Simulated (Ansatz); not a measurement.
System: solid iodine. Method: LDA (Ansatz, an electronic-structure program, plane waves, PAW).

Numerical settings: plane-wave cutoff 520 eV, 8×8×4 k mesh (along the axes of the cell as run), Fermi–Dirac smearing 0.01 eV, scalar-relativistic PAW data made under PBE.

Cell (measured lattice):

```cif
data_I8
_chemical_formula_sum 'I8'
_space_group_name_H-M_alt 'Cmce'
_space_group_IT_number 64
_space_group_name_Hall '-C 2ac 2'
_cell_length_a 7.25790
_cell_length_b 4.78280
_cell_length_c 9.82380
_cell_angle_alpha 90.000
_cell_angle_beta 90.000
_cell_angle_gamma 90.000
loop_
_space_group_symop_operation_xyz
  'x, y, z'
  '-x, -y, -z'
  '-x+1/2, -y, z+1/2'
  'x+1/2, y, -z+1/2'
  'x, -y, -z'
  '-x, y, z'
  '-x+1/2, y, -z+1/2'
  'x+1/2, -y, z+1/2'
  'x+1/2, y+1/2, z'
  '-x+1/2, -y+1/2, -z'
  '-x, -y+1/2, z+1/2'
  'x, y+1/2, -z+1/2'
  'x+1/2, -y+1/2, -z'
  '-x+1/2, y+1/2, z'
  '-x, y+1/2, -z+1/2'
  'x, -y+1/2, z+1/2'
loop_
_atom_site_label
_atom_site_type_symbol
_atom_site_symmetry_multiplicity
_atom_site_Wyckoff_symbol
_atom_site_fract_x
_atom_site_fract_y
_atom_site_fract_z
_atom_site_occupancy
I1 I 8 f 0.00000 0.15485 0.11750 1
```
(The calculation used a cell of 4 atoms; values per cell refer to that cell.)

Q: Give the computed band gap and smallest direct gap on the k points sampled.

A: 
- band gap = 1.03 eV
- smallest direct gap on the k points sampled = 1.19 eV

Note: cell and atoms aren't relaxed at this level (largest force component 0.27 eV/Å, pressure -1.9 GPa).

Spin–orbit coupling is not included; with these elements it can move the gap by several tenths of an eV or more.

Cost on a shared machine: very roughly 2.3 core-minutes.
